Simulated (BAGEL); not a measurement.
**AlHCl2 (SMILES [H][Al]([Cl])[Cl]), step by step**

Aim: a single-point energy (HF/ANO-RCC-MB), then the energy (HF/ANO-RCC-VDZ), then the energy (HF/ANO-RCC-VDZP), then a single-point energy (HF/ANO-RCC-VTZP), then a single-point energy (HF/ANO-RCC-VQZP) of AlHCl2. 

The results are computed with BAGEL 1.2.2.

**1. Starting point**

AlHCl2: 4 atoms, total charge 0, spin state singlet. SMILES: `[H][Al]([Cl])[Cl]`. The shape comes from GFN2-xTB, which is rough for such elements, and wasn't checked as a minimum.

Bond lengths: Al1–Cl2 2.022 Å, Al1–Cl3 2.023 Å, Al1–H4 1.522 Å. Angles: Cl2–Al1–Cl3 124.1°, Cl2–Al1–H4 118.0°, Cl3–Al1–H4 117.9°.

**2. A single-point energy at HF/ANO-RCC-MB (DKH2, density fitting with tzvpp-jkfit, property dipole) (run 1)**

hf.json reads:

```json
{ "bagel": [

{
  "title": "molecule",
  "basis": "ano-rcc-mb.json",
  "df_basis": "tzvpp-jkfit",
  "angstrom": true,
  "dkh": true,
  "geometry": [
    { "atom": "Al", "xyz": [   -0.047750,   -0.080660,   -0.000420 ] },
    { "atom": "Cl", "xyz": [    1.971850,   -0.182600,    0.014280 ] },
    { "atom": "Cl", "xyz": [   -1.095680,    1.649890,   -0.015830 ] },
    { "atom": "H", "xyz": [   -0.828410,   -1.386630,    0.001980 ] }
  ]
},
{ "title": "hf", "multipole": 2 },
{ "title": "print", "file": "orbitals.molden", "orbitals": true }

]}
```

The basis set ANO-RCC-MB is read from a file made from the Basis Set Exchange's data (not shown).

Started as:

```
$ BAGEL_NUM_THREADS=1 BAGEL hf.json > hf.out
```

The program printed:

```text
* using 1 threads per process

  ===============================================================
  ===============================================================

  *** Geometry ***

  { "atom" : "Al", "xyz" : [     -0.090234,     -0.152425,     -0.000794 ] },
  { "atom" : "Cl", "xyz" : [      3.726256,     -0.345064,      0.026985 ] },
  { "atom" : "Cl", "xyz" : [     -2.070535,      3.117840,     -0.029914 ] },
  { "atom" : "H", "xyz" : [     -1.565468,     -2.620351,      0.003742 ] },

  Number of auxiliary basis functions:      402

  Since a DF basis is specified, we compute 2- and 3-index integrals:
    o Being stored without compression. Storage requirement is 0.003 GB

  Number of basis functions:       28
  Number of electrons      :       48

    * METHOD: MOLECULE                             0.23

  *** RHF ***

  === Nuclear Repulsion ===
   168.8580644117

      * DIIS with orbital gradients will be used.

  === RHF iteration (ano-rcc-mb.json) ===
      0      -1164.74610785          0.00708378           0.03
      1      -1164.77276309          0.00104397           0.03
      2      -1164.77344428          0.00025721           0.04
      3      -1164.77349812          0.00002982           0.04
      4      -1164.77349903          0.00000592           0.04
      5      -1164.77349906          0.00000110           0.04
      6      -1164.77349906          0.00000017           0.04
      7      -1164.77349906          0.00000002           0.04
      8      -1164.77349906          0.00000000           0.04
    * SCF iteration converged.

    * Permanent dipole moment:
           (    0.298271,     0.501945,     0.001062) a.u.

    * Permanent second moment (around the center of charge):
          Qxx   -37.237754
          Qxy     2.543832
          Qyy   -34.496013
          Qxz    -0.074119
          Qyz     0.052726
          Qzz   -27.997456

    * METHOD: HF                                   0.62

    * METHOD: PRINT                                0.00

  ===============================================================
```

It took 1.3 s on 1 thread of Intel Xeon at 2.50GHz (Skylake/Cascade Lake), shared host; peak memory 0.085 GiB.

**3. A single-point energy at HF/ANO-RCC-VDZ (DKH2, density fitting with tzvpp-jkfit, property dipole) (run 2)**

hf.json reads:

```json
{ "bagel" : [

{
  "title" : "molecule",
  "basis" : "ano-rcc-vdz.json",
  "df_basis" : "tzvpp-jkfit",
  "angstrom" : true,
  "dkh" : true,
  "geometry" : [
    { "atom" : "Al", "xyz" : [      -0.047750,      -0.080660,      -0.000420 ] },
    { "atom" : "Cl", "xyz" : [       1.971850,      -0.182600,       0.014280 ] },
    { "atom" : "Cl", "xyz" : [      -1.095680,       1.649890,      -0.015830 ] },
    { "atom" : "H", "xyz" : [      -0.828410,      -1.386630,       0.001980 ] }
  ]
},

{ "title" : "hf", "multipole" : 2 },

{ "title" : "print", "file" : "orbitals.molden", "orbitals" : true }

]}
```

The basis set ANO-RCC-VDZ is read from a file made from the Basis Set Exchange's data (not shown).

Started as:

```
$ BAGEL_NUM_THREADS=1 BAGEL hf.json > hf.out
```

The program printed:

```text
* using 1 threads per process

  ===============================================================
  ===============================================================

  *** Geometry ***

  { "atom" : "Al", "xyz" : [     -0.090234,     -0.152425,     -0.000794 ] },
  { "atom" : "Cl", "xyz" : [      3.726256,     -0.345064,      0.026985 ] },
  { "atom" : "Cl", "xyz" : [     -2.070535,      3.117840,     -0.029914 ] },
  { "atom" : "H", "xyz" : [     -1.565468,     -2.620351,      0.003742 ] },

  Number of auxiliary basis functions:      402

  Since a DF basis is specified, we compute 2- and 3-index integrals:
    o Being stored without compression. Storage requirement is 0.005 GB

  Number of basis functions:       41
  Number of electrons      :       48

    * METHOD: MOLECULE                             0.41

  *** RHF ***

  === Nuclear Repulsion ===
   168.8580644117

      * DIIS with orbital gradients will be used.

  === RHF iteration (ano-rcc-vdz.json) ===
      0      -1164.77437372          0.01459513           0.05
      1      -1164.82175580          0.00488002           0.05
      2      -1164.82710647          0.00079708           0.05
      3      -1164.82731498          0.00009450           0.05
      4      -1164.82731937          0.00001319           0.04
      5      -1164.82731947          0.00000312           0.04
      6      -1164.82731947          0.00000073           0.04
      7      -1164.82731947          0.00000013           0.05
      8      -1164.82731947          0.00000004           0.05
      9      -1164.82731947          0.00000001           0.05
     10      -1164.82731947          0.00000000           0.06
    * SCF iteration converged.

    * Permanent dipole moment:
           (    0.375253,     0.631995,     0.000836) a.u.

    * Permanent second moment (around the center of charge):
          Qxx   -36.405422
          Qxy     3.000918
          Qyy   -33.173294
          Qxz    -0.076777
          Qyz     0.053055
          Qzz   -27.147880

    * METHOD: HF                                   0.96

    * METHOD: PRINT                                0.01

  ===============================================================
```

Run time: 1.8 s. Hardware: 1 thread of Intel Xeon at 2.50GHz (Skylake/Cascade Lake), shared host; peak memory 0.085 GiB.

**4. A single-point energy at HF/ANO-RCC-VDZP (DKH2, density fitting with tzvpp-jkfit, property dipole) (run 3)**

input.json reads:

```json
{ "bagel" : [

{
  "title" : "molecule",
  "basis" : "ano-rcc-vdzp.json",
  "df_basis" : "tzvpp-jkfit",
  "angstrom" : true,
  "dkh" : true,
  "geometry" : [
    { "atom" : "Al", "xyz" : [   -0.047750,   -0.080660,   -0.000420 ] },
    { "atom" : "Cl", "xyz" : [    1.971850,   -0.182600,    0.014280 ] },
    { "atom" : "Cl", "xyz" : [   -1.095680,    1.649890,   -0.015830 ] },
    { "atom" : "H", "xyz" : [   -0.828410,   -1.386630,    0.001980 ] }
  ]
},
{
  "title" : "hf",
  "multipole" : 2
},
{
  "title" : "print",
  "file" : "orbitals.molden",
  "orbitals" : true
}

]}
```

The basis set ANO-RCC-VDZP is read from a file made from the Basis Set Exchange's data (not shown).

Started as:

```
$ BAGEL_NUM_THREADS=1 BAGEL input.json > input.out
```

The program printed:

```text
* using 1 threads per process

  ===============================================================
  ===============================================================

  *** Geometry ***

  { "atom" : "Al", "xyz" : [     -0.090234,     -0.152425,     -0.000794 ] },
  { "atom" : "Cl", "xyz" : [      3.726256,     -0.345064,      0.026985 ] },
  { "atom" : "Cl", "xyz" : [     -2.070535,      3.117840,     -0.029914 ] },
  { "atom" : "H", "xyz" : [     -1.565468,     -2.620351,      0.003742 ] },

  Number of auxiliary basis functions:      402

  Since a DF basis is specified, we compute 2- and 3-index integrals:
    o Being stored without compression. Storage requirement is 0.011 GB

  Number of basis functions:       59
  Number of electrons      :       48

    * METHOD: MOLECULE                             0.45

  *** RHF ***

  === Nuclear Repulsion ===
   168.8580644117

      * DIIS with orbital gradients will be used.

  === RHF iteration (ano-rcc-vdzp.json) ===
      0      -1164.87398287          0.01162248           0.08
      1      -1164.92305715          0.00424847           0.08
      2      -1164.93009715          0.00084246           0.05
      3      -1164.93048028          0.00010361           0.06
      4      -1164.93048699          0.00002949           0.08
      5      -1164.93048764          0.00000705           0.08
      6      -1164.93048769          0.00000177           0.07
      7      -1164.93048769          0.00000035           0.07
      8      -1164.93048769          0.00000009           0.08
      9      -1164.93048769          0.00000002           0.07
     10      -1164.93048769          0.00000001           0.07
    * SCF iteration converged.

    * Permanent dipole moment:
           (    0.137418,     0.234402,     0.001038) a.u.

    * Permanent second moment (around the center of charge):
          Qxx   -31.725557
          Qxy     0.772354
          Qyy   -30.895931
          Qxz    -0.036058
          Qyz     0.028551
          Qzz   -26.776861

    * METHOD: HF                                   1.56

    * METHOD: PRINT                                0.01

  ===============================================================
```

Run time: 2.5 s. Hardware: 1 thread of Intel Xeon at 2.50GHz (Skylake/Cascade Lake), shared host; peak memory 0.085 GiB.

Run 4 isn't shown in full; the table further down has it.

**5. The energy at HF/ANO-RCC-VQZP (DKH2, density fitting with qzvpp-jkfit, property dipole) (run 5)**

input.json, as its differences from that of step 4:

```diff
@@ -4,6 +4,6 @@
   "title" : "molecule",
-  "basis" : "ano-rcc-vdzp.json",
-  "df_basis" : "tzvpp-jkfit",
-  "angstrom" : true,
-  "dkh" : true,
+  "basis" : "ano-rcc-vqzp.json",
+  "df_basis" : "qzvpp-jkfit",
+  "angstrom" : "true",
+  "dkh" : "true",
   "geometry" : [
@@ -22,3 +22,3 @@
   "file" : "orbitals.molden",
-  "orbitals" : true
+  "orbitals" : "true"
 }
```

The basis set ANO-RCC-VQZP is read from a file made from the Basis Set Exchange's data (not shown).

Started as:

```
$ BAGEL_NUM_THREADS=1 BAGEL input.json > input.out
```

The program printed:

```text
* using 1 threads per process

  ===============================================================
  ===============================================================

  *** Geometry ***

  { "atom" : "Al", "xyz" : [     -0.090234,     -0.152425,     -0.000794 ] },
  { "atom" : "Cl", "xyz" : [      3.726256,     -0.345064,      0.026985 ] },
  { "atom" : "Cl", "xyz" : [     -2.070535,      3.117840,     -0.029914 ] },
  { "atom" : "H", "xyz" : [     -1.565468,     -2.620351,      0.003742 ] },

  Number of auxiliary basis functions:      402

  Since a DF basis is specified, we compute 2- and 3-index integrals:
    o Being stored without compression. Storage requirement is 0.138 GB

  Number of basis functions:      207
  Number of electrons      :       48

    * METHOD: MOLECULE                             1.72

  *** RHF ***

  === Nuclear Repulsion ===
   168.8580644117

      * DIIS with orbital gradients will be used.

  === RHF iteration (ano-rcc-vqzp.json) ===
      0      -1164.88303414          0.00550369           0.48
      1      -1164.94915308          0.00214658           0.49
      2      -1164.96013268          0.00043087           0.51
      3      -1164.96075532          0.00007968           0.50
      4      -1164.96077510          0.00001687           0.47
      5      -1164.96077658          0.00000498           0.34
      6      -1164.96077676          0.00000112           0.29
      7      -1164.96077677          0.00000033           0.28
      8      -1164.96077677          0.00000007           0.37
      9      -1164.96077677          0.00000001           0.40
     10      -1164.96077677          0.00000000           0.31
    * SCF iteration converged.

    * Permanent dipole moment:
           (    0.125381,     0.214150,     0.001064) a.u.

    * Permanent second moment (around the center of charge):
          Qxx   -31.299711
          Qxy     0.800115
          Qyy   -30.439497
          Qxz    -0.039216
          Qyz     0.031020
          Qzz   -25.895446

    * METHOD: HF                                   6.68

    * METHOD: PRINT                                0.05

  ===============================================================
```

Wall time 9 s (1 thread of Intel Xeon at 2.50GHz (Skylake/Cascade Lake), shared host); peak memory 0.26 GiB.

**6. All runs side by side**

```
run                                                                      level  integral approximation   energy (Eh)  dipole moment (D)  HOMO energy (eV)  LUMO energy (eV)  wall time
  1    HF/ANO-RCC-MB (DKH2, density fitting with tzvpp-jkfit, property dipole)             tzvpp-jkfit  -1164.773499               1.48            -12.94              0.44      1.3 s
  2   HF/ANO-RCC-VDZ (DKH2, density fitting with tzvpp-jkfit, property dipole)             tzvpp-jkfit  -1164.827319               1.87            -12.74              0.86      1.8 s
  3  HF/ANO-RCC-VDZP (DKH2, density fitting with tzvpp-jkfit, property dipole)             tzvpp-jkfit  -1164.930488               0.69            -12.60              1.80      2.5 s
  4  HF/ANO-RCC-VTZP (DKH2, density fitting with tzvpp-jkfit, property dipole)             tzvpp-jkfit  -1164.958514               0.61            -12.45              1.59      4.8 s
  5  HF/ANO-RCC-VQZP (DKH2, density fitting with qzvpp-jkfit, property dipole)             qzvpp-jkfit  -1164.960777               0.63            -12.45              1.42        9 s
```

**7. Results**

| quantity | value |
| --- | --- |
| run 5, HF/ANO-RCC-VQZP: total energy | -1164.96078 Eh |
| run 5, HF/ANO-RCC-VQZP: dipole moment | 0.63 D |
| run 5, HF/ANO-RCC-VQZP: HOMO energy | -12.45 eV |
| run 5, HF/ANO-RCC-VQZP: LUMO energy | 1.42 eV |
| run 5, HF/ANO-RCC-VQZP: HOMO–LUMO gap | 13.87 eV |

The dipole moment (its size) runs from 0.61 D (HF/ANO-RCC-VTZP) to 1.87 D (HF/ANO-RCC-VDZ). The HOMO–LUMO gap runs from 13.38 eV (HF/ANO-RCC-MB) to 14.40 eV (HF/ANO-RCC-VDZP). In run 1 the basis is minimal, so the values are rough. All runs together took 19 s, the longest 9 s.
